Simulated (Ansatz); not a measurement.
We consider fcc Ni, described by BLYP in Ansatz (plane waves, PAW).

Numerical settings: plane-wave cutoff 520 eV, 26×26×26 k mesh, Fermi–Dirac smearing 0.05 eV, spin-polarised with parallel moments, scalar-relativistic PAW data made under PBE.

Energies at three volumes about the minimum:

```csv
V (Å³/atom),E − E_lowest (meV/atom)
11.217,2.52
11.446,0.00
11.675,2.30
```

Question: Fit a parabola by hand: where is the minimum, and what is the bulk modulus?

Answer: Slopes: (0.00 − 2.52)/(11.446 − 11.217) = -11.004 and (2.30 − 0.00)/(11.675 − 11.446) = 10.044 meV/Å³. Curvature E″ = 2 × (10.044 − (-11.004))/(11.675 − 11.217) = 91.913 meV/Å⁶. From the middle of the first interval, the slope vanishes at V0 = 11.3315 − (-11.004)/91.913 = 11.451 Å³/atom. B = V0 E″ = 11.451 × 91.913 meV/Å³ × 0.1602 GPa per meV/Å³ = 169 GPa. The full Birch–Murnaghan fit to all volumes gives V0 = 11.447 Å³/atom and B0 = 168 GPa.

Measured, for comparison: bulk modulus 192 GPa (0 K value with the zero-point phonon effect removed, our sources range from 186 to 195; as tabulated in Mejia-Rodriguez and Trickey (2018), arXiv:1807.09216); equilibrium volume per atom 10.79 Å³/atom (static lattice: zero-point anharmonic expansion removed; as tabulated in Mejia-Rodriguez and Trickey (2018), arXiv:1807.09216). Computed (rounded) less measured: bulk modulus -12 % (-10 % to -14 % over the range), equilibrium volume per atom +6.1 %.

Ansatz is a program for electronic structure.
